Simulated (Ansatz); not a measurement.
**AlN₂H+ (quartet): from Hartree-Fock to the top rungs, def2-QZVPP**

An exercise on one series of results from a longer session: the logs are not shown, and one member is left open.

Program: Ansatz 0.2.0, Gaussian basis. Level of theory: def2-QZVPP, core rule «outside noble gas», up to 7 orbitals frozen. These are calculated values, not measurements.

To be run: UHF; ROHF; CCSD(T) on UHF.

2 further runs of the same task are left out: 2 set aside as unsound or not needed.

## The geometry

The geometry is a PBE0/def2-TZVP stationary point (not a proven minimum) of the parent state, kept for this charge and spin.

4 atoms, charge 1, spin multiplicity 4.

Atoms are counted from 1 here; the program's logs count them from 0.

Bond lengths: Al1–N2 1.879 Å, N2–N3 1.296 Å, N2–H4 1.026 Å. Angles: Al1–N2–N3 128.0°, Al1–N2–H4 118.8°, N3–N2–H4 113.2°.

Set-up of the first run:

in.yaml reads:

```yaml
crystal:
  periodic: [false, false, false]
  atoms:
    - {symbol: Al, position_ang: [0.000000, -0.079269, 1.203465]}
    - {symbol: N, position_ang: [0.000000, 0.413422, -0.609656]}
    - {symbol: N, position_ang: [0.000000, -0.362251, -1.647435]}
    - {symbol: H, position_ang: [0.000000, 1.410865, -0.850200]}
basis:
  gaussian: {orbitals: "def2-QZVPP.json"}
total_charge: 1
magnetization: {spin_polarized: true, initial_magnetization: 3}
hamiltonian: {xc: hf}
output: {orbitals: {seedname: orbitals}}
```

Launch:

```bash
ansatz run in.yaml --threads 1 --pin off --events-out ev --progress --plain --max-ram 2393MiB
```

Among the steps run: UHF; ROHF; CCSD(T) on UHF.

One table of the session follows, with a row left open; its other results are not shown here.

| method | from UCCSD(T) (meV) |
| --- | --- |
| ROHF | ? |
| UHF | +11754.2 |
| UMP2 | +1049.8 |
| UCCSD | +546.3 |
| UCCSD(T) | 0 |

**Question.** Estimate the row for ROHF.

**Answer.** from UCCSD(T) (meV): +12121.5. In the column «from UCCSD(T) (meV)» it is the highest.
